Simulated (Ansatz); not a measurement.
Cost and result for the atomization energy of AlH5N2 (`[NH2][AlH][NH2]`) (8 atoms, 7 bonds).

Charge 0, multiplicity 1. The structure was optimised at the PBE0-D4/def2-TZVP level. It is one conformer, not always the lowest. Program: Ansatz. All runs use 4 threads of an Intel Xeon Platinum 8259CL on a shared host. Times are those of one run each, without the atoms' runs, and a repeat can differ threefold. Electronic energies, without spin–orbit coupling; frozen cores. CCSD(T)/CBS extrapolates def2-TZVPP and def2-QZVPP, and its time is that of the two runs behind it. T1 = 0.010. B3LYP takes the VWN-RPA correlation (the form of Gaussian; ORCA's B3LYP/G).

CCSD(T)/CBS is a level of theory with its own doubt, some kJ/mol a heavy atom from the limit and from the frozen cores, so smaller differences don't rank the functionals.

```csv
level,functions,wall time,atomization (kJ/mol),difference from CCSD(T)/CBS,per bond
LDA (SPW92)/def2-TZVPP,174,0.6 s,2960.1,332.4,47.5
CCSD(T)/def2-SVP,71,0.7 s,2405.4,-222.3,-31.7
BLYP-D4/def2-TZVPP,174,0.8 s,2638.5,10.8,1.5
BHLYP-D4/def2-TZVPP,174,1.1 s,2552.5,-75.2,-10.7
CAM-B3LYP-D4/def2-TZVPP,174,1.2 s,2649.1,21.4,3.1
B3LYP-D4/def2-TZVPP (with forces),174,1.4 s,2636.4,8.7,1.2
r2SCAN-D4/def2-TZVPP (with forces),174,1.9 s,2603.2,-24.5,-3.5
B97M-V/def2-TZVPP,174,2.6 s,2632.4,4.7,0.7
ωB97X-V/def2-TZVPP,174,3 s,2635.7,8.0,1.2
ωB97M-V/def2-TZVPP (with forces),174,3.7 s,2636.3,8.6,1.2
CCSD(T)/def2-TZVPP,174,9 s,2538.4,-89.3,-12.8
CCSD(T)/def2-QZVPP,334,8.8 min,2592.6,-35.1,-5.0
CCSD(T)/CBS(def2),–,9 min,2627.7,0.0,0.0
```

In def2-TZVPP, CCSD(T) changes the Hartree–Fock value by +742.3 kJ/mol (the triples alone add +35.2 kJ/mol) and MP2 by +764.9 kJ/mol; breaking electron pairs costs correlation energy, which Hartree–Fock lacks. From r2SCAN to r2SCAN0 (25 % exact exchange), in def2-TZVPP and without D4, the atomization energy moves by −45.8 kJ/mol: exact exchange takes away binding that semilocal exchange gives to molecules. Leaving LDA and LC-ωPBE aside and taking each functional with its dispersion term where it has one, the values spread over 96.6 kJ/mol, from BHLYP-D4 to CAM-B3LYP-D4. LDA lies +326.2 kJ/mol from PBE without D4, its usual overbinding.
